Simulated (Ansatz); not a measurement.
**Si2NH6 (SMILES [SiH2]N[SiH3]): RPA@PBE/cc-pVDZ**

Aim: the vertical doublet–quartet gap of Si2NH6 at RPA@PBE/cc-pVDZ, from 2 runs. 

The calculation is run with Ansatz 0.2.0.

60 further runs of the same task are left out: 60 set aside as unsound or not needed.

### 1 The system as given

Si2NH6: 9 atoms, total charge 0, spin state doublet. As SMILES, `[SiH2]N[SiH3]`. Geometry: relaxed at PBE0-D4/def2-TZVP. This is one conformer, not always the lowest.

Bond lengths: Si1–N2 1.730 Å, N2–Si3 1.731 Å, Si1–H4 1.491 Å, Si1–H5 1.494 Å, N2–H6 1.011 Å, Si3–H7 1.488 Å, Si3–H8 1.483 Å, Si3–H9 1.488 Å. Some angles: Si1–N2–Si3 128.1°, Si1–N2–H6 115.1°, Si3–N2–H6 116.2°, N2–Si1–H4 107.7°, N2–Si1–H5 108.7°, N2–Si3–H7 111.1°, N2–Si3–H8 107.0°, N2–Si3–H9 112.0°, H4–Si1–H5 110.7°, H7–Si3–H8 109.8°.

### 2 The energy at RPA@PBE/cc-pVDZ

The input, in.yaml:

```yaml
crystal:
  periodic: [false, false, false]
  atoms:
    - symbol: Si
      position_ang: [-1.200900, 0.925300, -0.948400]
    - symbol: N
      position_ang: [0.196900, 0.625800, 0.025200]
    - symbol: Si
      position_ang: [0.611700, -0.820500, 0.880200]
    - symbol: H
      position_ang: [-1.616500, -0.372000, -1.554500]
    - symbol: H
      position_ang: [-0.842900, 1.913400, -2.010900]
    - symbol: H
      position_ang: [0.764100, 1.439300, 0.222200]
    - symbol: H
      position_ang: [1.982600, -1.276500, 0.525400]
    - symbol: H
      position_ang: [-0.378200, -1.853400, 0.488500]
    - symbol: H
      position_ang: [0.571600, -0.627700, 2.355400]
basis:
  gaussian:
    orbitals: cc-pVDZ
accuracy: high
magnetization:
  spin_polarized: true
  initial_magnetization: 1
hamiltonian:
  xc: pbe
correlation:
  method: rpa
  frozen_orbitals: {H: 0, "N": 1, Si: 5}
```

Command:

```sh
$ ansatz run in.yaml --threads 1 --pin off --max-ram 3480MiB --events-out events.jsonl --progress --plain --runs-dir runs
```

Log:

```text
Warning: RAYON_NUM_THREADS=1 ignored (pool sized by the plan → 1); use --threads N
Functional definition: PBE
  name "PBE"
  parameter kappa = 0.804
  parameter beta = 0.06672455060314922
  exchange = pbe_x(kappa = kappa, mu = beta*pi^2/3)
  correlation = pbe_c(beta = beta)
1930 factors; integrals over basis functions are off by at most 3.8e-9 eV
mean field evaluation 1: about -17324.0220 eV, gradient 4.3e1 eV
mean field evaluation 2: about -17324.0127 eV, gradient 4.3e1 eV
mean field evaluation 4: about -17330.6650 eV, gradient 1.3e1 eV
mean field evaluation 8: about -17331.7754 eV, gradient 1.7e-1 eV
mean field evaluation 16: about -17331.7756 eV, gradient 2.5e-5 eV
mean field -17331.77562610 eV, -636.9310063598 hartree, gradient 6.1e-8 eV, S^2 0.751618; 0 other end points of the search recorded, 0 dependent functions left out
11 core orbitals not correlated: weight in the atoms' cores, before any rotation towards them, 1.000 or more for the frozen orbitals, at most 0.000 for the correlated occupied ones
reference -17300.04998783 eV, -635.7651106577 hartree; 10, 9 occupied and 59, 60 virtual orbitals, 1930 factors
Total energy: -17318.04706941 eV, -636.4264912069 hartree
```

Wall time 14 s (1 thread of Arm Neoverse V1, shared host); peak memory 0.35 GiB.

### 3 The quartet at the same level

The input, job.yaml:

```yaml
crystal:
  periodic: [false, false, false]
  atoms:
    - {symbol: Si, position_ang: [-1.200900, 0.925300, -0.948400]}
    - {symbol: "N", position_ang: [0.196900, 0.625800, 0.025200]}
    - {symbol: Si, position_ang: [0.611700, -0.820500, 0.880200]}
    - {symbol: H, position_ang: [-1.616500, -0.372000, -1.554500]}
    - {symbol: H, position_ang: [-0.842900, 1.913400, -2.010900]}
    - {symbol: H, position_ang: [0.764100, 1.439300, 0.222200]}
    - {symbol: H, position_ang: [1.982600, -1.276500, 0.525400]}
    - {symbol: H, position_ang: [-0.378200, -1.853400, 0.488500]}
    - {symbol: H, position_ang: [0.571600, -0.627700, 2.355400]}
basis:
  gaussian:
    orbitals: cc-pVDZ
magnetization:
  spin_polarized: true
  initial_magnetization: 3
hamiltonian:
  xc: pbe
correlation:
  method: rpa
  frozen_orbitals: {H: 0, "N": 1, Si: 5}
accuracy: high
```

Command:

```sh
$ ansatz run job.yaml --threads 1 --pin off --max-ram 3480MiB --events-out events.jsonl --progress --plain --runs-dir runs
```

Log (excerpt; [...] marks lines left out):

```text
Warning: RAYON_NUM_THREADS=1 ignored (pool sized by the plan → 1); use --threads N
Functional definition: PBE
  name "PBE"
[...]
1930 factors; integrals over basis functions are off by at most 3.8e-9 eV
[...]
mean field -17325.80147656 eV, -636.7114604134 hartree, gradient 6.2e-8 eV, S^2 3.755111; 5 other end points of the search recorded, 0 dependent functions left out
11 core orbitals not correlated: weight in the atoms' cores, before any rotation towards them, 1.000 or more for the frozen orbitals, at most 0.000 for the correlated occupied ones
reference -17293.09773215 eV, -635.5096199739 hartree; 11, 8 occupied and 58, 61 virtual orbitals, 1930 factors
Total energy: -17311.52017041 eV, -636.1866320929 hartree
```

Run time: 24 s. Hardware: 1 thread of Arm Neoverse V1, shared host; peak memory 0.4 GiB.

### 4 Outcome

At RPA@PBE/cc-pVDZ, 11 core orbitals frozen:

| quantity | value |
| --- | --- |
| doublet: total energy | -636.42649 Eh |
| doublet: RPA correlation energy (valence) | -661.4 mEh |
| doublet: ⟨S²⟩ of the reference determinant | 0.752 |
| quartet: total energy | -636.18663 Eh |
| quartet: RPA correlation energy (valence) | -677.0 mEh |
| quartet: ⟨S²⟩ of the reference determinant | 3.755 |
| vertical energy of the quartet above the doublet | 6.527 eV |

What this shows: At this shape the quartet lies 6.53 eV (151 kcal/mol) above the doublet.
